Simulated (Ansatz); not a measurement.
A nudged elastic band was laid between two geometries of AlH$_{5}$SSi (8 atoms, charge 0, multiplicity 1).

Level of theory: RKS PBE0/def2-SVP in Ansatz.

```
movable images  : 5
climbing image  : yes
spring          : 5.0 eV/Å²
optimiser       : quadratic models (default)
start path      : through a guess of the saddle point
force threshold : 0.05 eV/Å
iteration limit : 60
end points      : relaxed
```

First end point:

```xyz
8
Properties=species:S:1:pos:R:3
Al -1.210 0.913 -1.001
Si 0.647 0.026 0.346
S 0.200 -2.052 0.740
H -2.432 -0.015 -1.423
H -1.183 2.441 -1.450
H 0.804 0.784 1.632
H 1.960 0.159 -0.371
H 1.306 -2.313 1.472
```

Last end point:

```xyz
8
Properties=species:S:1:pos:R:3
Al -1.100 0.466 -0.726
Si 1.189 0.392 0.017
S -0.062 -1.519 0.396
H -1.353 0.083 -2.244
H -2.158 1.080 0.286
H 1.719 0.742 1.372
H 2.326 -0.146 -0.791
H -0.469 -1.154 1.634
```

(1) Which bonds break or form, and what moves?

(2) What energy profile does the band end with?

(3) What is the geometry of the highest image?

(4) What are the harmonic wavenumbers there?

Results:

(1) Bonds formed: Al1–S3. The dihedral H4–Al1–Si2–H7 goes from 121 to -8°.

(2) It converged. The highest image is number 3 of 0 to 6, 3.0 kJ/mol above the first end and 26.1 kJ/mol above the last; the last end lies 23.1 kJ/mol below the first. A vibrational analysis at the climbing image gives one clearly imaginary mode, 100i cm⁻¹: a first-order saddle point.

| image | path coordinate (Å) | energy (kJ/mol) | Al1–S3 (Å) | dihedral H4–Al1–Si2–H7 (°) |
| --- | --- | --- | --- | --- |
| 0 | 0.00 | 0.0 | 3.72 | 121 |
| 1 | 0.77 | 0.4 | 3.69 | 95 |
| 2 | 1.54 | 1.6 | 3.61 | 72 |
| 3 | 2.31 | 3.0 | 3.46 | 55 |
| 4 | 3.03 | 0.6 | 3.22 | 40 |
| 5 | 3.76 | -13.5 | 2.70 | 14 |
| 6 | 4.49 | -23.1 | 2.51 | -8 |

(3) 
```xyz
8
Properties=species:S:1:pos:R:3:forces:R:3
Al -1.178 0.880 -0.938 -0.02 -0.02 0.01
Si 0.879 0.027 0.071 0.00 -0.03 0.01
S 0.042 -1.859 0.798 0.00 0.02 -0.02
H -1.809 0.096 -2.171 0.00 0.01 -0.01
H -1.963 2.092 -0.271 0.01 0.01 -0.01
H 1.337 0.797 1.271 0.00 0.01 0.00
H 2.081 -0.208 -0.791 0.01 0.00 0.00
H 0.704 -1.882 1.975 0.01 0.00 0.01
```

(4) 100i, 89, 140, 311, 401, 484, 496, 557, 635, 699, 748, 807, 933, 1924, 1937, 2203, 2214, 2720 cm⁻¹.

The run took 2.5 min on 1 thread of Intel(R) Xeon(R) Processor @ 2.70GHz, with other jobs on the host, peak memory 0.17 GiB.
